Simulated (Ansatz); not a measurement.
The same path of C2H6Mg + H2 (11 atoms, charge 0, multiplicity 1) was run 3 times with different band settings. Lost on the way: Mg1–C2, H4–H5. Made: Mg1–H5, C2–H4.

These are results of RKS PBE-D4/def2-SVP (Ansatz), not measurements.

Relaxed end points:

```xyz
11
Properties=species:S:1:pos:R:3
Mg 0.130 -0.331 0.246
C 1.522 0.914 1.226
C -1.225 -1.681 -0.645
H -0.413 1.957 -1.138
H -0.926 1.506 -1.495
H 2.391 0.347 1.626
H 1.938 1.696 0.553
H 1.070 1.449 2.090
H -1.948 -2.096 0.092
H -1.829 -1.209 -1.451
H -0.709 -2.552 -1.105
```

```xyz
11
Properties=species:S:1:pos:R:3
Mg -0.926 0.359 -1.188
C 1.271 1.059 0.883
C -1.113 -1.604 -0.447
H 0.912 1.834 0.175
H -0.900 1.919 -1.910
H 1.777 0.241 0.334
H 1.993 1.531 1.575
H 0.429 0.644 1.469
H -1.479 -1.620 0.603
H -1.824 -2.218 -1.042
H -0.141 -2.144 -0.453
```

Common settings: movable images 5; climbing image yes; optimiser quadratic models (default); start path through a guess of the saddle point; iteration limit 60; end points relaxed.

| run | spring | force threshold |
| --- | --- | --- |
| 1 | 5.0 eV/Å² | 0.05 eV/Å |
| 2 | 5.0 eV/Å² | 0.2 eV/Å |
| 3 | 0.1 eV/Å² | 0.05 eV/Å |

(1) What does each run give, and how far can it be trusted?

Results:

(1) Run 1: converged after 13 iterations, highest image 0.918 eV above the first end. Neighbouring images differ by up to 1.2 eV, so the band resolves the path poorly. A vibrational analysis at the climbing image gives one clearly imaginary mode, 1181i cm⁻¹: a first-order saddle point.
Run 2: converged after 15 iterations, highest image 0.919 eV above the first end. The threshold of 0.2 eV/Å is loose, so the images may lie well off the minimum-energy path. Neighbouring images differ by up to 1.2 eV, so the band resolves the path poorly. Another band between the same ends (5 images) ends at a top of the same energy, where a vibrational analysis finds 1 clearly imaginary mode.
Run 3: converged after 15 iterations, highest image 0.918 eV above the first end. Neighbouring images differ by up to 1.2 eV, so the band resolves the path poorly. Another band between the same ends (5 images) ends at a top of the same energy, where a vibrational analysis finds 1 clearly imaginary mode.
The orbitals stay closed-shell, which can raise the energy where a bond breaks towards radicals; this wasn't checked here.
